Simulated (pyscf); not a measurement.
HCl + Cl–InH–Cl → Cl–InH–Cl + HCl (four-centre exchange; singlet surface; Cl–H, Cl–In broken, Cl–In, Cl–H formed). Single points on ωB97X-D3(BJ)/def2-SVP structures (PySCF, gas phase). MP2 and CC: frozen core, UHF for open shells. ΔMP2 is the change of the MP2 total energy from the triple- to the quadruple-zeta basis. Energies in kcal/mol from the separated reactants.

| level | barrier | reaction energy |
|---|---|---|
| ωB97X-D3(BJ)/def2-TZVP | … | 0.0 |
| r²SCAN/def2-TZVP | -6.5 | 0.0 |
| PBE0-D3(BJ)/def2-TZVP | -5.2 | 0.0 |
| M06-2X/def2-TZVP | -3.9 | 0.0 |
| HF/def2-TZVP | 12.9 | 0.0 |
| CCSD(T)/def2-TZVPP | -0.2 | 0.0 |
| CCSD(T)/def2-TZVPP + ΔMP2(QZVPP) | … | 0.0 |

Q: Fill in the missing entries.

A: 
- ωB97X-D3(BJ)/def2-TZVP, barrier: -4.8
- CCSD(T)/def2-TZVPP + ΔMP2(QZVPP), barrier: -1.6

On the reactant side the descent ends in an adduct with a Cl–In contact, 10.7 kcal/mol under the separated species and 5.8 kcal/mol under the saddle at ωB97X-D3(BJ)/def2-TZVP. On the product side the descent ends in an adduct with a Cl–In contact, 10.7 kcal/mol under the separated species and 5.8 kcal/mol under the saddle at ωB97X-D3(BJ)/def2-TZVP. At ωB97X-D3(BJ)/def2-TZVP, r²SCAN, PBE0-D3(BJ), M06-2X, CCSD(T), CCSD(T) the saddle lies under the separated reactants, which points to a path from their complex (located at ωB97X-D3(BJ) alone). At ωB97X-D3(BJ)/def2-TZVP, r²SCAN, PBE0-D3(BJ), M06-2X, CCSD(T), CCSD(T) the saddle lies under the separated products, which points to a path from their complex (located at ωB97X-D3(BJ) alone). What is counted as formed (Cl–In) is already present as a longer contact in the reactant adduct; forming that adduct is a step of its own. What is counted as broken (Cl–In) persists as a longer contact in the product adduct; parting that adduct is a step of its own. One saddle was located; it need not be the lowest between these sides. The CCSD(T) − MP2 part came from Ansatz, without density fitting, on the same reference. The frozen core leaves the outer d or s,p core shells of the metals and heavy elements correlated in the MP2 and CC values, and def2-TZVPP describes them poorly, which can shift differences by a few kcal/mol. Elements past Kr carry the def2 core potentials, without spin-orbit coupling.
